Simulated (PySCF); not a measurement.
C₃H₅NO.
InChI=1S/C3H5NO/c4-2-1-3-5/h2-4H,1H2/b4-2-

Computed with EOM-IP-CCSD/aug-cc-pVDZ in PySCF, restricted Hartree–Fock reference, frozen core, non-relativistic, gas phase, PBE0-D3(BJ)/def2-SVP geometry.

Hartree–Fock orbital energies give these Koopmans values (eV): HOMO 11.51, HOMO-1 12.04, HOMO-2 12.88, HOMO-3 14.55, HOMO-4 15.35, HOMO-5 17.23, HOMO-6 17.73, HOMO-7 18.06.

Task: What vertical ionisation energies does EOM-IP-CCSD give?

Result: 
```csv
leading hole (HF orbital),Koopmans (eV),EOM-IP-CCSD (eV),change (eV),one-hole share
HOMO,11.51,10.04,-1.47,0.95
HOMO-1,12.04,10.70,-1.34,0.94
HOMO-2,12.88,12.31,-0.57,0.95
HOMO-3,14.55,13.86,-0.69,0.94
HOMO-4,15.35,14.10,-1.25,0.95
HOMO-5,17.23,15.57,-1.66,0.94
HOMO-6,17.73,16.02,-1.71,0.94
HOMO-7,18.06,16.46,-1.60,0.94
```

Task: Does the order of the lines follow the orbital energies?

Result: Yes, no two lines change places. The corrections run from -1.71 to -0.57 eV, with a mean of -1.29 eV over the 8 lines; no line lies above its Koopmans value.

Task: At what kinetic energies would He I light (21.22 eV) eject these electrons?

Result: 11.18 eV (HOMO), 10.52 eV (HOMO-1), 8.91 eV (HOMO-2), 7.36 eV (HOMO-3), 7.12 eV (HOMO-4), 5.65 eV (HOMO-5), 5.20 eV (HOMO-6), 4.76 eV (HOMO-7).

Task: What total energy has the lowest final state, and which wavelength reaches it?

Result: E(CCSD) + ionisation energy = -246.64267 + 0.36882 = -246.27385 Eh, at the geometry of the initial state. The threshold wavelength is 1239.84 eV nm/10.04 eV = 123.5 nm.

One root was sought for each valence orbital with −ε under 21 eV, eight at most, so deeper holes and satellites are missing; no vibrational structure.

The values belong to the conformer `[H]/[N:1]=[CH:2]\[CH2:3][CH:4]=[O:5]`: N1–C2–C3–C4 -123°, C2–C3–C4–O5 129°.
